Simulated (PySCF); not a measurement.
## Which functional comes closest?

Molecule: SMILES C#CC(C)(C)C, C6H10.

Cartesian coordinates in Å; atom numbers follow the order of the lines, from 1:
```xyz
16

C     0.422    2.384    1.046
C     0.227    1.289    0.566
C    -0.007   -0.040   -0.017
C    -1.332   -0.599    0.522
C    -0.080    0.088   -1.546
C     1.150   -0.971    0.374
H     0.595    3.355    1.471
H    -1.303   -0.693    1.618
H    -1.522   -1.596    0.094
H    -2.173    0.058    0.258
H    -0.255   -0.901   -1.998
H     0.857    0.494   -1.952
H    -0.901    0.756   -1.846
H     1.224   -1.068    1.467
H     2.109   -0.586   -0.002
H     0.987   -1.973   -0.054
```

Geometry PBE0-D3(BJ)/def2-SVP throughout; GIAO in PySCF 2.14, gas phase, one conformer, non-relativistic; equivalent atoms averaged; basis pcSseg-1.

Reference values (measured; solution, not stated per compound (mostly CDCl3 or CCl4); Pretsch, Buehlmann, Badertscher, Structure Determination of Organic Compounds, 4th ed. (2009)): δ(C3) = 27.4 ppm, δ(C4/C5/C6) = 31.1 ppm. Computed shifts are taken against TMS, calculated as an isolated molecule at each level.

Question: How do the functionals HF, LDA, PBE, BLYP, BP86, OPBE, KT2, KT3, B97-D, B3LYP, PBE0, mPW1PW91, WP04, B97-2, BHandHLYP, CAM-B3LYP, wB97X-D, LC-wPBE perform against the reference? Times are CPU seconds on shared hosts with different chips, so compare them loosely.

Answer: 
```tsv
functional	kind	C3	C4/C5/C6	mean abs. error C	core-s
HF	Hartree–Fock	20.7	31.0	3.4	6
LDA	LDA	30.4	34.5	3.2	19
PBE	GGA	30.2	33.5	2.6	23
BLYP	GGA	31.4	34.3	3.6	23
BP86	GGA	30.5	33.7	2.9	24
OPBE	GGA	28.3	31.1	0.5	23
KT2	GGA	30.9	33.3	2.8	24
KT3	GGA	30.4	32.1	2.0	23
B97-D	GGA	30.1	33.1	2.4	23
B3LYP	global hybrid	29.1	33.6	2.1	14
PBE0	global hybrid	27.5	32.8	0.9	17
mPW1PW91	global hybrid	27.4	32.7	0.8	14
WP04	global hybrid	32.2	32.2	3.0	25
B97-2	global hybrid	27.7	32.4	0.8	25
BHandHLYP	global hybrid	26.0	32.7	1.5	23
CAM-B3LYP	range-separated hybrid	27.2	33.2	1.2	31
wB97X-D	range-separated hybrid	26.8	33.1	1.3	30
LC-wPBE	range-separated hybrid	24.4	31.7	1.8	41
```

For ¹³C the closest is OPBE (0.5 ppm) and the furthest BLYP (3.6 ppm). One molecule is a small sample, and vibrational and solvent effects are absent from the calculation.
